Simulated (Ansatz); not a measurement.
`CC1=CCCO1` + H₂ → `C1=COCC1` + CH₄ at 700 K and 1 bar (hydrogenolysis of a C–C bond).

Calculated with Ansatz (gas phase, PBE0-D4/def2-TZVP geometries, no zero-point term in ΔE). CBS: MP2 limit from def2 TZ/QZ plus the TZ coupled-cluster correction, frozen cores. This one scheme is used for every species.

| species | CCSD(T)/CBS energy (Eh) | H − E (kJ/mol) | S (J/(mol·K)) |
| --- | --- | --- | --- |
| `CC1=CCCO1` | -270.22662 | 397.6 | 443.4 |
| H₂ | -1.17544 | 46.8 | 155.3 |
| `C1=COCC1` | -230.95628 | 306.6 | 384.0 |
| CH₄ | -40.46206 | 145.9 | 224.0 |

H − E and S are ideal-gas, rigid-rotor, harmonic terms from PBE0-D4/def2-TZVP, for one conformer and one mirror image of each species. For small species the MP2-based limit differs from directly extrapolated CCSD(T) by up to some mEh (0.8 for H₂); such offsets cancel only in part. 1 Eh = 2625.50 kJ/mol, R = 8.31446 J/(mol·K).

Problem. By hand: ΔE, ΔH, ΔS and ΔG.

Solution. ΔE = (-230.95628) + (-40.46206) − (-270.22662) − (-1.17544) = -0.01628 Eh = -42.7 kJ/mol. Δ(H − E) = 306.6 + 145.9 − 397.6 − 46.8 = 8.1, so ΔH = -34.6 kJ/mol. ΔS = 384.0 + 224.0 − 443.4 − 155.3 = 9.3 J/(mol·K). ΔG = -34.6 − 700 × (9.3)/1000 = -41.1 kJ/mol.

Problem. By hand: the equilibrium constant, and the temperature at which ΔG would vanish if ΔH and ΔS stayed fixed.

Solution. log₁₀ K = −ΔG/(RT ln 10) = 3.1. ΔH and −TΔS have one sign here, so there is no such temperature.

The number of gas molecules stays the same, so ΔS is small and ΔH decides. A doubt of 5 kJ/mol in ΔE shifts log₁₀ K by 0.4 here. Other conformers and mirror images would add mixing entropy, several J/(mol·K) or more a flexible species. These are equilibria of isolated gas molecules and say nothing of rates. Largest T1 diagnostic: 0.012 (customary marks: 0.02 for closed shells, 0.045 for open ones).

ΔS is within the doubt of such terms, so its sign, and with it that verdict, could turn.
